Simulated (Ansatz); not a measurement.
# Ligand exchange: MgHF + BH2(NH2) → MgH(NH2) + BH2F

Species: MgHF `[F][MgH]`, singlet; BH2(NH2), singlet; MgH(NH2), singlet; BH2F `BF`, singlet. The partners trade F for NH2: Mg–F and B–NH2 bonds give way to Mg–NH2 and B–F.

Shapes, held fixed at every level: PBE0-D4/def2-TZVP. Programs: Ansatz 0.2.0. The zero-point and thermal change to 298 K, harmonic and unscaled (PBE0-D4/def2-TZVP), is -7.7 kJ/mol.

```json
{"level": "PBE-D4/def2-TZVPP", "kind": "GGA", "ΔH(298 K) (kJ/mol)": "+126.8", "less CCSD(T)/def2-TZVPP": "+11.0"}
{"level": "r2SCAN-D4/def2-TZVPP", "kind": "meta-GGA", "ΔH(298 K) (kJ/mol)": "+123.7", "less CCSD(T)/def2-TZVPP": "+7.9"}
{"level": "BHLYP-D4/def2-TZVPP", "kind": "global hybrid", "ΔH(298 K) (kJ/mol)": "+120.8", "less CCSD(T)/def2-TZVPP": "+5.0"}
{"level": "PBE0-D4/def2-TZVPP", "kind": "global hybrid", "ΔH(298 K) (kJ/mol)": "+124.9", "less CCSD(T)/def2-TZVPP": "+9.1"}
{"level": "MP2/def2-SVP", "kind": "perturbation theory", "ΔH(298 K) (kJ/mol)": "+132.1", "less CCSD(T)/def2-TZVPP": "+16.3"}
{"level": "MP2/def2-TZVPP", "kind": "perturbation theory", "ΔH(298 K) (kJ/mol)": "+118.3", "less CCSD(T)/def2-TZVPP": "+2.5"}
{"level": "CCSD/def2-SVP", "kind": "coupled cluster or CI", "ΔH(298 K) (kJ/mol)": "+130.7", "less CCSD(T)/def2-TZVPP": "+14.9"}
{"level": "CCSD(T)/def2-TZVPP", "kind": "coupled cluster or CI", "ΔH(298 K) (kJ/mol)": "+115.8", "less CCSD(T)/def2-TZVPP": "0.0"}
```

The highest level, CCSD(T)/def2-TZVPP, gives ΔH(298 K) = +115.8 kJ/mol; the levels span +115.8 to +132.1. The column of differences is taken from that level and isn't an error. No measured value is set beside it here. Correlated rows may include outer-core shells of Mg, which these sets cover unevenly.
